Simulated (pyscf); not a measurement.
**Four-centre exchange: `[CH3][Au]` + `[FH]` → `[CH4]` + `[F][Au]`**

Gas phase, singlet surface, charge 0. Bonds broken: C1–Au2, F6–H7. Bonds formed: C1–H7, Au2–F6. Structures and frequencies: ωB97X-D3(BJ)/def2-SVP in PySCF. Correlated levels are frozen-core, on RHF or UHF. ΔMP2 is the change of the MP2 total energy from the triple- to the quadruple-zeta basis.

Transition state (Å):

```xyz
7

C     -0.9752    -0.5147    -0.4460
Au    -0.6584     0.9103     1.4226
H     -0.2730    -1.3081    -0.7413
H     -1.6526    -0.2573    -1.2729
H     -1.6181    -0.9697     0.3380
F      0.5955     1.5439    -0.3385
H     -0.1473     0.5170    -0.4868
```

One imaginary mode, 1473i cm⁻¹; descent along it reached the two sides named, in the forms told below.

```csv
bond,change,reactant side (Å),saddle,product side
C1–Au2,breaks,2.009,2.371,3.6
F6–H7,breaks,0.929,1.276,2.300
C1–H7,forms,4.7,1.323,1.099
Au2–F6,forms,2.348,2.253,1.952
```

Electronic energies relative to the separated reactants (kJ/mol):

| level | barrier | reaction energy | reverse barrier |
|---|---|---|---|
| ωB97X-D3(BJ)/def2-TZVP | 177.5 | +64.3 | 113.2 |
| PBE/def2-TZVP | 189.3 | +86.5 | 102.8 |
| r²SCAN/def2-TZVP | 196.2 | +86.0 | 110.1 |
| B3LYP-D3(BJ)/def2-TZVP | 197.2 | +78.0 | 119.2 |
| PBE0-D3(BJ)/def2-TZVP | 193.9 | +87.8 | 106.1 |
| M06-2X/def2-TZVP | 184.8 | +73.6 | 111.2 |
| ωB97M-D3(BJ)/def2-TZVP | 176.6 | +61.4 | 115.2 |
| HF/def2-TZVP | 200.2 | +25.9 | 174.4 |
| MP2/def2-QZVPP | 255.3 | +144.6 | 110.6 |
| CCSD/def2-TZVPP | 226.2 | +97.1 | 129.2 |
| CCSD(T)/def2-TZVPP | 223.2 | +104.7 | 118.5 |
| CCSD(T)/def2-TZVPP + ΔMP2(QZVPP) | 222.1 | +105.2 | 116.9 |

With CCSD(T)/def2-TZVPP + ΔMP2(QZVPP) energies and thermal terms (ideal gas, 1 atm, RRHO with modes under 100 cm⁻¹ raised to 100, one conformer, R ln 2 for chiral ones without a mode under 150 cm⁻¹), in kJ/mol:

```tsv
T (K)	ΔH‡	ΔG‡	ΔH	ΔG
298	211.0	245.5	+107.2	+108.3
600	211.3	280.5	+105.3	+110.2
900	213.0	314.7	+104.0	+113.0
1200	215.4	348.3	+103.4	+116.1
```

On the reactant side the descent ends in a bound adduct, 36.7 kJ/mol under the separated species and 214.2 kJ/mol under the saddle at ωB97X-D3(BJ)/def2-TZVP. The products may also form a dative adduct at F–Au; it and routes through it were not searched. One saddle was located; it need not be the lowest between these sides. The CCSD(T) − MP2 part came from Ansatz, without density fitting, on the same reference. The frozen core leaves the outer d or s,p core shells of the metals and heavy elements correlated in the MP2 and CC values, and def2-TZVPP describes them poorly, which can shift differences by a few kcal/mol. Elements past Kr carry the def2 core potentials, without spin-orbit coupling.
